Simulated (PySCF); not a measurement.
Molecule: `CC(C)(C)Cl`, C₄H₉Cl.

Molfile (atoms numbered from 1):
```
C4H9Cl
     RDKit          3D

 14 13  0  0  0  0  0  0  0  0999 V2000
   -1.2793    0.6960    0.0439 C   0  0  0  0  0  0  0  0  0  0  0  0
    0.0305   -0.0205    0.3263 C   0  0  0  0  0  0  0  0  0  0  0  0
    1.2249    0.7678   -0.1844 C   0  0  0  0  0  0  0  0  0  0  0  0
    0.0219   -1.4417   -0.2110 C   0  0  0  0  0  0  0  0  0  0  0  0
    0.2000   -0.1353    2.1448 Cl  0  0  0  0  0  0  0  0  0  0  0  0
   -1.4242    0.7893   -1.0448 H   0  0  0  0  0  0  0  0  0  0  0  0
   -2.1297    0.1381    0.4612 H   0  0  0  0  0  0  0  0  0  0  0  0
   -1.2779    1.7043    0.4819 H   0  0  0  0  0  0  0  0  0  0  0  0
    1.2449    1.7767    0.2518 H   0  0  0  0  0  0  0  0  0  0  0  0
    2.1670    0.2616    0.0702 H   0  0  0  0  0  0  0  0  0  0  0  0
    1.1659    0.8631   -1.2809 H   0  0  0  0  0  0  0  0  0  0  0  0
   -0.0799   -1.4234   -1.3084 H   0  0  0  0  0  0  0  0  0  0  0  0
   -0.8188   -2.0139    0.2065 H   0  0  0  0  0  0  0  0  0  0  0  0
    0.9559   -1.9629    0.0428 H   0  0  0  0  0  0  0  0  0  0  0  0
  1  2  1  0
  2  3  1  0
  2  4  1  0
  2  5  1  0
  1  6  1  0
  1  7  1  0
  1  8  1  0
  3  9  1  0
  3 10  1  0
  3 11  1  0
  4 12  1  0
  4 13  1  0
  4 14  1  0
M  END
```

Geometry PBE0-D3(BJ)/def2-SVP throughout; GIAO in PySCF 2.14.0 with density-fitted response routines, gas phase, one conformer, non-relativistic; equivalent atoms averaged; basis pcSseg-1.

(1) How do the absolute shieldings σ depend on the functional? (ppm; last column core-seconds on shared hosts with different chips, so compare them loosely; the GGAs took longer than the global hybrids here, which isn't the general rule, and the cause wasn't traced)

(2) Which nucleus moves most, in ppm?

Results:

(1) 
| functional | kind | C2 | C1/C3/C4 | Cl5 | H6/H7/H8/H9/H10/H11/H12/H13/H14 | core-s |
| --- | --- | --- | --- | --- | --- | --- |
| HF | Hartree–Fock | 129.1 | 157.3 | 772.3 | 30.22 | 6 |
| LDA | LDA | 104.6 | 142.5 | 598.3 | 29.21 | 14 |
| PBE | GGA | 106.6 | 143.2 | 627.8 | 29.62 | 20 |
| BLYP | GGA | 99.9 | 137.9 | 616.0 | 29.78 | 19 |
| BP86 | GGA | 105.6 | 142.6 | 627.0 | 29.67 | 18 |
| OPBE | GGA | 116.1 | 151.0 | 664.0 | 29.71 | 20 |
| KT2 | GGA | 111.0 | 146.6 | 654.1 | 29.57 | 18 |
| KT3 | GGA | 111.5 | 147.2 | 666.1 | 29.77 | 20 |
| B97-D | GGA | 106.0 | 143.0 | 641.1 | 29.82 | 19 |
| B3LYP | global hybrid | 106.6 | 142.5 | 649.0 | 29.84 | 14 |
| PBE0 | global hybrid | 114.4 | 148.5 | 668.5 | 29.73 | 9.6 |
| mPW1PW91 | global hybrid | 113.4 | 147.7 | 668.4 | 29.79 | 17 |
| WP04 | global hybrid | 95.2 | 137.3 | 647.3 | 30.08 | 11 |
| B97-2 | global hybrid | 113.6 | 148.3 | 672.6 | 29.84 | 11 |
| BHandHLYP | global hybrid | 115.1 | 148.4 | 695.1 | 29.93 | 11 |
| CAM-B3LYP | range-separated hybrid | 112.3 | 146.1 | 661.9 | 29.81 | 15 |
| wB97X-D | range-separated hybrid | 115.1 | 148.4 | 671.1 | 29.85 | 14 |
| LC-wPBE | range-separated hybrid | 123.3 | 153.8 | 687.4 | 29.85 | 20 |

(2) Cl5 (chlorine bonded to C): from 598.3 ppm with LDA to 772.3 ppm with HF. The smallest spread is 1.00 ppm, at H6/H7/H8/H9/H10/H11/H12/H13/H14. Proton shifts span only some 12 ppm, so a few tenths of a ppm matter as much there as several ppm in carbon.
